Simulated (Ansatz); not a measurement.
Results of B3LYP (VWN-RPA form) (plane waves, PAW; Ansatz, a first-principles code) for zinc-blende CuCl.

Total energies, extrapolated to zero smearing (they compare only within this program, potentials and cutoff; free atoms with spin allowed, lowest state found):

```tsv
system	energy (eV/atom)
zinc-blende CuCl, relaxed	-3859.1943
free Cu atom	-6629.4954
free Cl atom	-1083.6503
```

### Question
Work out the cohesive energy per atom.

### Answer
E_coh = [1 × (-6629.4954) + 1 × (-1083.6503)]/2 − (-3859.1943) = 2.62 eV/atom. The reference value is 3.1 ± 0.03 eV/atom (worked out here from tabulated enthalpies at 298 K, copied from a table, unchecked, brought to a static lattice with a Debye model, atoms in their spin–orbit ground levels; inputs from the CRC Handbook), a difference of -0.48 eV/atom.

The PAW data were made under PBE.
